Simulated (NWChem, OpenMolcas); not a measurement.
**C3H4 (SMILES C=C=C): the vertical ionisation energy from total energies**

C3H4: 7 atoms, total charge 0, spin state singlet. SMILES: `C=C=C`. Geometry: relaxed at PBE0-D4/def2-TZVP.

```jsonl
{"atom": "C", "x (Å)": "-1.0431", "y (Å)": "0.3309", "z (Å)": "-0.7005"}
{"atom": "C", "x (Å)": "0.0000", "y (Å)": "0.0000", "z (Å)": "0.0000"}
{"atom": "C", "x (Å)": "1.0431", "y (Å)": "-0.3309", "z (Å)": "0.7005"}
{"atom": "H", "x (Å)": "-1.9445", "y (Å)": "-0.2727", "z (Å)": "-0.6843"}
{"atom": "H", "x (Å)": "-1.0426", "y (Å)": "1.2204", "z (Å)": "-1.3218"}
{"atom": "H", "x (Å)": "1.8148", "y (Å)": "-0.9729", "z (Å)": "0.2888"}
{"atom": "H", "x (Å)": "1.1723", "y (Å)": "0.0252", "z (Å)": "1.7172"}
```

Both states at this one shape; open shells run unrestricted unless said. 1 Eh = 27.2114 eV.

| level | program | singlet C3H4 (Eh) | doublet [C3H4]+ (Eh) |
| --- | --- | --- | --- |
| r2SCAN/def2-TZVP | OpenMolcas | -116.623843 | -116.257385 |
| B3LYP/6-31G* (Cartesian functions) | NWChem | -116.657455 | -116.294110 |

Work out the vertical ionisation energy at each level.


1. r2SCAN/def2-TZVP: -116.257385 − (-116.623843) = 0.366458 Eh = 9.97 eV.
2. B3LYP/6-31G* (Cartesian functions): -116.294110 − (-116.657455) = 0.363345 Eh = 9.89 eV.

No measured value is set beside it here; the levels span 9.89 to 9.97 eV.
